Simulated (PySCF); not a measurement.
Question: Write Cartesian coordinates for neopentane, `CC(C)(C)C` as optimised with GFN2-xTB.

Answer: 
```
atom  x, y, z in Å
C1    -0.348   -0.456    1.417
C2    -0.001    0.001   -0.001
C3     0.136    1.525   -0.028
C4    -1.112   -0.429   -0.962
C5     1.322   -0.637   -0.431
H6    -1.287   -0.014    1.743
H7    -0.447   -1.538    1.456
H8     0.431   -0.158    2.116
H9     0.384    1.870   -1.029
H10   -0.795    1.999    0.276
H11    0.922    1.849    0.651
H12   -2.061    0.017   -0.673
H13   -1.226   -1.511   -0.955
H14   -0.882   -0.116   -1.978
H15    1.244   -1.722   -0.420
H16    2.123   -0.345    0.244
H17    1.591   -0.323   -1.437
```

Any rigid rotation of these coordinates is as good. Atoms count from 1 in this order. All 4 C–C bonds measure 1.530 Å.

Bonds between heavy atoms (Å): C1–C2 1.530, C2–C3 1.530, C2–C4 1.530, C2–C5 1.530.

The geometry is computed with GFN2-xTB (gas phase).

Point group: Td (every atom within 0.08 Å of its image). Not checked by GFN2-xTB frequencies.
